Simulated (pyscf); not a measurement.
Single points on ωB97X-D3(BJ)/def2-SVP structures (PySCF, gas phase). Correlated levels are frozen-core, on RHF or UHF. ΔMP2 is the change of the MP2 total energy from the triple- to the quadruple-zeta basis.

SMILES: [F][In]([F])[F]
```xyz
4

F      1.6148     1.9049    -0.8385
In     0.3716     0.5717    -0.1923
F      0.3709     0.0603     1.6728
F     -0.8770    -0.2469    -1.4213
```

Q: How much does it cost (ΔH, 298 K, CCSD(T)/def2-TZVPP + ΔMP2(QZVPP)) to split F–In(F)–F at its F–In bond into F• + [F–In–F]•?

A: F–In to F• + [F–In–F]•: 103.2 kcal/mol. The radicals are drawn with the spin at the cut bond; how far it spreads was not checked. The CCSD(T) − MP2 part came from Ansatz, without density fitting, on the same reference. The frozen core leaves the outer d or s,p core shells of the metals and heavy elements correlated in the MP2 and CC values, and def2-TZVPP describes them poorly, which can shift differences by a few kcal/mol. Left out: the spin-orbit lowering of F. Elements past Kr carry the def2 core potentials, without spin-orbit coupling.
